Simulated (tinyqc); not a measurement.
Worked calculation: MP2 on RHF in the sto-3g basis, for H3O+, spin multiplicity 1. One step of it, computed by the program tinyqc.

Task: Second-order Moller-Plesset energy. E2 = sum_ijab (ia|jb) [2 (ia|jb) - (ib|ja)] / (e_i + e_j - e_a - e_b) over occupied i, j and virtual a, b; the opposite-spin part is (ia|jb)^2 / denominator, the rest is same-spin, and SCS-MP2 scales them by 6/5 and 1/3.

orbital energies (hartree): MO1 -20.900698, MO2 -1.849445, MO3 -1.128954, MO4 -1.128715, MO5 -0.958118, MO6 0.133465, MO7 0.270903, MO8 0.271535

Two-electron integrals over orbitals (pq|rs), unique and non-zero (hartree):
```
p,q,r,s,(pq|rs)
1,1,1,1,4.743204
2,1,1,1,-0.422711
2,1,2,1,0.060300
2,2,1,1,1.026048
2,2,2,1,-0.013081
2,2,2,2,0.746167
3,1,3,1,0.014580
3,2,3,1,0.021826
3,2,3,2,0.141306
3,3,1,1,0.883134
3,3,2,1,-0.006170
3,3,2,2,0.675275
3,3,3,3,0.682312
4,1,1,1,-0.000153
4,1,2,1,0.000016
4,1,2,2,-0.000022
4,1,3,3,-0.002298
4,1,4,1,0.014581
4,2,1,1,0.000024
4,2,2,1,-0.000011
4,2,2,2,-0.000101
4,2,3,3,-0.031848
4,2,4,1,0.021824
4,2,4,2,0.141246
4,3,3,1,-0.002287
4,3,3,2,-0.031823
4,3,4,3,0.041113
4,4,1,1,0.883086
4,4,2,1,-0.006172
4,4,2,2,0.675189
4,4,3,3,0.599982
4,4,4,1,0.002306
4,4,4,2,0.031915
4,4,4,4,0.682269
5,1,1,1,-0.143734
5,1,2,1,0.016134
5,1,2,2,-0.017109
5,1,3,3,-0.004856
5,1,4,1,0.000009
5,1,4,2,-9.47e-07
5,1,4,4,-0.004856
5,1,5,1,0.028659
5,2,1,1,0.064875
5,2,2,1,-0.008703
5,2,2,2,-0.030978
5,2,3,3,0.004282
5,2,4,1,-1.86e-06
5,2,4,2,-0.000009
5,2,4,4,0.004274
5,2,5,1,0.025563
5,2,5,2,0.125638
5,3,3,1,0.005053
5,3,3,2,0.008013
5,3,4,3,0.004619
5,3,5,3,0.038834
5,4,1,1,0.000106
5,4,2,1,-0.000007
5,4,2,2,0.000019
5,4,3,3,0.004649
5,4,4,1,0.005052
5,4,4,2,0.008003
5,4,4,4,-0.004581
5,4,5,1,0.000011
5,4,5,2,0.000045
5,4,5,4,0.038838
5,5,1,1,1.080704
5,5,2,1,-0.015097
5,5,2,2,0.715610
5,5,3,3,0.656213
5,5,4,1,-2.69e-06
5,5,4,2,0.000018
5,5,4,4,0.656182
5,5,5,1,0.013800
5,5,5,2,0.090424
5,5,5,4,0.000088
5,5,5,5,0.873840
6,1,1,1,-0.281238
6,1,2,1,0.042087
6,1,2,2,-0.004642
6,1,3,3,-0.003337
6,1,4,1,0.000056
6,1,4,2,0.000058
6,1,4,4,-0.003326
6,1,5,1,0.002575
6,1,5,2,-0.015306
6,1,5,4,0.000008
6,1,5,5,-0.016139
6,1,6,1,0.032503
6,2,1,1,0.341041
6,2,2,1,-0.008621
6,2,2,2,0.154035
6,2,3,3,0.107843
6,2,4,1,0.000033
6,2,4,2,0.000143
6,2,4,4,0.107788
6,2,5,1,-0.015965
6,2,5,2,-0.025249
6,2,5,4,0.000068
6,2,5,5,0.137365
6,2,6,1,-0.001076
6,2,6,2,0.091700
6,3,3,1,0.006961
6,3,3,2,-0.006509
6,3,4,3,0.020503
6,3,5,3,0.007720
6,3,6,3,0.047053
6,4,1,1,0.001124
6,4,2,1,-0.000026
6,4,2,2,0.000488
6,4,3,3,0.020917
6,4,4,1,0.006948
6,4,4,2,-0.006690
6,4,4,4,-0.020123
6,4,5,1,-1.70e-06
6,4,5,2,0.000121
6,4,5,4,0.007767
6,4,5,5,0.000574
6,4,6,1,2.22e-06
6,4,6,2,0.000336
6,4,6,4,0.047303
6,5,1,1,-0.137322
6,5,2,1,-0.000746
6,5,2,2,-0.077146
6,5,3,3,-0.046045
6,5,4,1,0.000022
6,5,4,2,0.000131
6,5,4,4,-0.045954
6,5,5,1,0.010675
6,5,5,2,0.024749
6,5,5,4,0.000062
6,5,5,5,-0.070510
6,5,6,1,-0.004385
6,5,6,2,-0.050782
6,5,6,4,-0.000166
6,5,6,5,0.035995
6,6,1,1,0.714459
6,6,2,1,-0.006187
6,6,2,2,0.565038
6,6,3,3,0.525355
6,6,4,1,0.000061
6,6,4,2,0.000511
6,6,4,4,0.525752
6,6,5,1,-0.019005
6,6,5,2,-0.059210
6,6,5,4,-0.000084
6,6,5,5,0.510000
6,6,6,1,0.001755
6,6,6,2,0.078437
6,6,6,4,-0.000070
6,6,6,5,-0.041527
6,6,6,6,0.505308
7,1,1,1,-0.000887
7,1,2,1,0.000138
7,1,2,2,-1.06e-06
7,1,3,3,0.002027
7,1,4,1,-0.016171
7,1,4,2,-0.022604
7,1,4,4,-0.002063
7,1,5,1,0.000014
7,1,5,2,-0.000039
7,1,5,4,-0.005652
7,1,5,5,-0.000046
7,1,6,1,0.000053
7,1,6,2,-0.000047
7,1,6,4,-0.007287
7,1,6,5,-0.000034
7,1,6,6,-0.000068
7,1,7,1,0.017980
7,2,1,1,0.001134
7,2,2,1,-0.000026
7,2,2,2,0.000510
7,2,3,3,-0.012883
7,2,4,1,-0.014150
7,2,4,2,-0.041711
7,2,4,4,0.013545
7,2,5,1,-0.000043
7,2,5,2,-0.000034
7,2,5,4,-0.022447
7,2,5,5,0.000471
7,2,6,1,-0.000048
7,2,6,2,0.000159
7,2,6,4,-0.035657
7,2,6,5,-0.000181
7,2,6,6,0.000254
7,2,7,1,0.014980
7,2,7,2,0.049928
7,3,3,1,-0.002893
7,3,3,2,-0.039035
7,3,4,3,0.003522
7,3,5,3,0.005761
7,3,6,3,0.021662
7,3,7,3,0.032891
7,4,1,1,-0.360081
7,4,2,1,0.007762
7,4,2,2,-0.145869
7,4,3,3,-0.125176
7,4,4,1,0.002932
7,4,4,2,0.038965
7,4,4,4,-0.118290
7,4,5,1,-0.000937
7,4,5,2,-0.044135
7,4,5,4,-0.005770
7,4,5,5,-0.183612
7,4,6,1,0.006097
7,4,6,2,-0.079613
7,4,6,4,-0.021943
7,4,6,5,0.034795
7,4,6,6,-0.042644
7,4,7,1,-0.003229
7,4,7,2,0.002960
7,4,7,4,0.145699
7,5,1,1,-0.000270
7,5,2,1,-2.72e-06
7,5,2,2,-0.000135
7,5,3,3,0.012899
7,5,4,1,-0.007809
7,5,4,2,-0.046429
7,5,4,4,-0.013110
7,5,5,1,0.000036
7,5,5,2,0.000109
7,5,5,4,-0.023517
7,5,5,5,-0.000112
7,5,6,1,-0.000039
7,5,6,2,-0.000165
7,5,6,4,0.014003
7,5,6,5,-0.000014
7,5,6,6,-0.000300
7,5,7,1,0.008459
7,5,7,2,0.011893
7,5,7,4,-0.016357
7,5,7,5,0.036977
7,6,1,1,-0.000097
7,6,2,1,0.000005
7,6,2,2,0.000048
7,6,3,3,0.037210
7,6,4,1,-0.012135
7,6,4,2,-0.094139
7,6,4,4,-0.037432
7,6,5,1,-0.000045
7,6,5,2,-0.000151
7,6,5,4,0.012474
7,6,5,5,-0.000143
7,6,6,1,-0.000018
7,6,6,2,0.000022
7,6,6,4,0.039643
7,6,6,5,-0.000166
7,6,6,6,-0.000576
7,6,7,1,0.012815
7,6,7,2,-0.002951
7,6,7,4,-0.046444
7,6,7,5,0.035015
7,6,7,6,0.108466
7,7,1,1,0.789897
7,7,2,1,-0.007673
7,7,2,2,0.589995
7,7,3,3,0.534601
7,7,4,1,0.000611
7,7,4,2,0.032493
7,7,4,4,0.606018
7,7,5,1,-0.003430
7,7,5,2,-0.000639
7,7,5,4,-0.011755
7,7,5,5,0.577548
7,7,6,1,-0.004647
7,7,6,2,0.072362
7,7,6,4,-0.036812
7,7,6,5,-0.026083
7,7,6,6,0.501773
7,7,7,1,-0.000499
7,7,7,2,0.023491
7,7,7,4,-0.058649
7,7,7,5,-0.016393
7,7,7,6,-0.057195
7,7,7,7,0.586914
8,1,3,1,0.016175
8,1,3,2,0.022612
8,1,4,3,-0.002030
8,1,5,3,0.005654
8,1,6,3,0.007304
8,1,7,3,-0.003209
8,1,8,1,0.017990
8,2,3,1,0.014147
8,2,3,2,0.041658
8,2,4,3,0.013256
8,2,5,3,0.022449
8,2,6,3,0.035650
8,2,7,3,0.003437
8,2,8,1,0.014982
8,2,8,2,0.049934
8,3,1,1,0.360069
8,3,2,1,-0.007766
8,3,2,2,0.145773
8,3,3,3,0.118234
8,3,4,1,0.002915
8,3,4,2,0.039035
8,3,4,4,0.125210
8,3,5,1,0.000938
8,3,5,2,0.044134
8,3,5,4,-0.005700
8,3,5,5,0.183592
8,3,6,1,-0.006082
8,3,6,2,0.079609
8,3,6,4,-0.021353
8,3,6,5,-0.034684
8,3,6,6,0.043145
8,3,7,1,-0.003251
8,3,7,2,0.003578
8,3,7,4,-0.082415
8,3,7,5,-0.016526
8,3,7,6,-0.046684
8,3,7,7,0.093013
8,3,8,3,0.145805
8,4,3,1,0.002922
8,4,3,2,0.039047
8,4,4,3,-0.003466
8,4,5,3,-0.005721
8,4,6,3,-0.021520
8,4,7,3,-0.030735
8,4,8,1,0.003240
8,4,8,2,-0.003312
8,4,8,4,0.032774
8,5,3,1,0.007810
8,5,3,2,0.046433
8,5,4,3,-0.012959
8,5,5,3,0.023529
8,5,6,3,-0.013901
8,5,7,3,-0.016486
8,5,8,1,0.008463
8,5,8,2,0.011889
8,5,8,4,0.016463
8,5,8,5,0.036971
8,6,3,1,0.012132
8,6,3,2,0.093991
8,6,4,3,-0.037056
8,6,5,3,-0.012386
8,6,6,3,-0.039174
8,6,7,3,-0.046619
8,6,8,1,0.012817
8,6,8,2,-0.002856
8,6,8,4,0.046517
8,6,8,5,0.034900
8,6,8,6,0.107806
8,7,3,1,0.000725
8,7,3,2,0.033340
8,7,4,3,-0.036009
8,7,5,3,-0.011844
8,7,6,3,-0.037272
8,7,7,3,-0.017723
8,7,8,1,0.000601
8,7,8,2,-0.023275
8,7,8,4,0.017611
8,7,8,5,0.016633
8,7,8,6,0.057732
8,7,8,7,0.049058
8,8,1,1,0.790106
8,8,2,1,-0.007677
8,8,2,2,0.590140
8,8,3,3,0.606316
8,8,4,1,-0.000690
8,8,4,2,-0.033049
8,8,4,4,0.534432
8,8,5,1,-0.003430
8,8,5,2,-0.000620
8,8,5,4,0.011846
8,8,5,5,0.577645
8,8,6,1,-0.004654
8,8,6,2,0.072492
8,8,6,4,0.037515
8,8,6,5,-0.026214
8,8,6,6,0.501166
8,8,7,1,0.000547
8,8,7,2,-0.023024
8,8,7,4,-0.093242
8,8,7,5,0.016498
8,8,7,6,0.057632
8,8,7,7,0.490410
8,8,8,3,0.058337
8,8,8,8,0.587646
```

Hartree-Fock energy = -75.31373382 hartree

Give: Terms; Pair energies; MP2 correlation energy; SCS-MP2 correlation energy; MP2 total energy.

Result:

Terms (the 40 largest of 117):
```
i,j,a,b,(ia|jb),(ib|ja),denominator,term
3,3,8,8,0.1458,0.1458,-2.8010,-0.0076
4,4,7,7,0.1457,0.1457,-2.7992,-0.0076
3,4,8,7,-0.0824,-0.0307,-2.8001,-0.0039
4,3,7,8,-0.0824,-0.0307,-2.8001,-0.0039
4,2,7,6,-0.0796,-0.0357,-3.3825,-0.0029
2,4,6,7,-0.0796,-0.0357,-3.3825,-0.0029
2,3,6,8,0.0796,0.0356,-3.3834,-0.0029
3,2,8,6,0.0796,0.0356,-3.3834,-0.0029
2,2,6,6,0.0917,0.0917,-3.9658,-0.0021
4,4,6,6,0.0473,0.0473,-2.5244,-0.0009
3,3,6,6,0.0471,0.0471,-2.5248,-0.0009
5,2,6,6,-0.0508,-0.0508,-3.0745,-0.0008
2,5,6,6,-0.0508,-0.0508,-3.0745,-0.0008
5,4,6,7,0.0348,0.0140,-2.4912,-0.0008
4,5,7,6,0.0348,0.0140,-2.4912,-0.0008
3,5,8,6,-0.0347,-0.0139,-2.4921,-0.0008
5,3,6,8,-0.0347,-0.0139,-2.4921,-0.0008
5,5,6,6,0.0360,0.0360,-2.1832,-0.0006
2,2,7,7,0.0499,0.0499,-4.2407,-0.0006
2,2,8,8,0.0499,0.0499,-4.2420,-0.0006
5,5,7,7,0.0370,0.0370,-2.4580,-0.0006
5,5,8,8,0.0370,0.0370,-2.4593,-0.0006
3,3,7,7,0.0329,0.0329,-2.7997,-3.86e-04
4,4,8,8,0.0328,0.0328,-2.8005,-3.84e-04
3,4,7,8,-0.0307,-0.0824,-2.8001,2.30e-04
4,3,8,7,-0.0307,-0.0824,-2.8001,2.30e-04
4,4,6,7,-0.0219,-0.0219,-2.6618,-1.81e-04
4,4,7,6,-0.0219,-0.0219,-2.6618,-1.81e-04
3,3,7,6,0.0217,0.0217,-2.6623,-1.76e-04
3,3,6,7,0.0217,0.0217,-2.6623,-1.76e-04
4,3,8,6,-0.0215,-0.0214,-2.6627,-1.75e-04
3,4,6,8,-0.0215,-0.0214,-2.6627,-1.75e-04
3,4,8,6,-0.0214,-0.0215,-2.6627,-1.70e-04
4,3,6,8,-0.0214,-0.0215,-2.6627,-1.70e-04
5,3,7,8,-0.0165,-0.0165,-2.6295,-1.04e-04
3,5,8,7,-0.0165,-0.0165,-2.6295,-1.04e-04
3,5,7,8,-0.0165,-0.0165,-2.6295,-1.03e-04
5,3,8,7,-0.0165,-0.0165,-2.6295,-1.03e-04
4,5,8,8,0.0165,0.0165,-2.6299,-1.03e-04
5,4,8,8,0.0165,0.0165,-2.6299,-1.03e-04
```

Pair energies (hartree; pair i-j sums ij and ji):
```
pair,opposite spin,same spin
1-1,-4.04e-05,0
2-1,-3.86e-05,0
2-2,-0.0033,0
3-1,-9.90e-06,-1.60e-05
3-2,-0.0045,-0.0011
3-3,-0.0092,0
4-1,-9.90e-06,-1.60e-05
4-2,-0.0045,-0.0011
4-3,-0.0062,-0.0019
4-4,-0.0092,0
5-1,-1.45e-05,0
5-2,-0.0018,-1.65e-10
5-3,-0.0015,-3.47e-04
5-4,-0.0015,-3.47e-04
5-5,-0.0017,0
```

MP2 correlation energy = -0.048613 hartree

SCS-MP2 correlation energy = -0.054073 hartree

MP2 total energy = -75.362347 hartree
